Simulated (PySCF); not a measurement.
A made-up structure of CH4OSi, singlet:

O1  (-0.635, -0.947, 0.017)
C2  (-1.799, -0.893, -0.289)
Si3  (0.460, 0.644, -0.004)
H4  (-0.249, -1.798, 0.275)
H5  (0.440, 1.193, -1.382)
H6  (-0.133, 1.618, 0.945)
H7  (1.853, 0.316, 0.399)
(Å)

It is relaxed with PBE-D4/def2-SVP and then PBE0-D4/def2-TZVP (PySCF 2.14 with density fitting (its default auxiliary sets; JK sets also for MP2 and CCSD(T))). Atoms count as bonded within 1.22 times the sum of their covalent radii (H–H: 0.88 Å). The end point is not checked to be a true minimum.

Question: Does its bonding change? (Judge from chemistry; the calculation decides.)

Answer: The calculation gives: Yes. Formed: C2–Si3; broken: O1–Si3.

Where it ends: The first stage lowers the energy by 4.24 eV in 67 steps. It ends as CH₄OSi ([OH][C][SiH3]):
```
7
angstrom
O -0.8983 -1.4324 0.4828
C -0.6957 -0.6039 -0.5016
Si 0.5790 0.7580 -0.0577
H -1.5491 -2.0995 0.2098
H 1.6355 0.6353 -1.0974
H 1.2028 0.7501 1.2995
H -0.1533 2.0357 -0.2668
```

Labels in which every atom is bracketed show which atoms are joined, not bond orders.

For scale, one of the runs: PBE0-D4/def2-TZVP relaxation, 123 basis functions, launched by `OMP_NUM_THREADS=2 python run.py`. Time: 35 s of wall clock on 2 CPU threads of an Intel Xeon Platinum 8488C; the host was shared. Peak host memory: 1.2 GiB.
